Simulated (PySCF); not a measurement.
carbon disulfide (CS2), SMILES S=C=S.

Geometry: B3LYP-D3(BJ)/def2-TZVP.

Level of theory: TDA-ωB97X/def2-TZVPD (PySCF).

Vertical excitations; the highest root listed may be one member of a degenerate set. Gas-phase values at a fixed geometry. State labels are in the subgroup D2h.

```tsv
state	symmetry	energy (eV)	λ (nm)	f	main pairs
S1	Au	3.79	327	0.000	HOMO−1→LUMO 49 %, HOMO→LUMO+1 49 %
S2	Au	4.06	305	0.000	HOMO→LUMO+1, HOMO−1→LUMO (degenerate set)
S3	B1u	4.06	305	0.000	HOMO→LUMO, HOMO−1→LUMO+1 (degenerate set)
S4	B1g	7.04	176	0.000	HOMO−2→LUMO 49 %, HOMO−3→LUMO+1 49 %
S5	B1u	7.21	172	1.400	HOMO−1→LUMO+1 35 %, HOMO→LUMO 35 %, HOMO−1→LUMO+6 10 %, HOMO→LUMO+5 10 %
S6	B2g	7.31	170	0.000	HOMO−1→LUMO+4, HOMO−1→LUMO+3 (degenerate set)
S7	B3g	7.31	170	0.000	HOMO→LUMO+4, HOMO→LUMO+3 (degenerate set)
S8	B1g	7.33	169	0.000	HOMO−3→LUMO+1, HOMO−2→LUMO (degenerate set)
S9	Ag	7.33	169	0.000	HOMO−3→LUMO, HOMO−2→LUMO+1 (degenerate set)
S10	B2g	7.67	162	0.000	HOMO−1→LUMO+9 41 %, HOMO−1→LUMO+3 35 %, HOMO−1→LUMO+4 17 %
T1	B1u	3.23	384	0	HOMO→LUMO 48 %, HOMO−1→LUMO+1 48 %
T2	Au	3.49	355	0	HOMO−1→LUMO, HOMO→LUMO+1 (degenerate set)
T3	B1u	3.49	355	0	HOMO−1→LUMO+1, HOMO→LUMO (degenerate set)
T4	Au	3.79	327	0	HOMO→LUMO+1 49 %, HOMO−1→LUMO 49 %
```
Triplets are in the Tamm–Dancoff approximation.
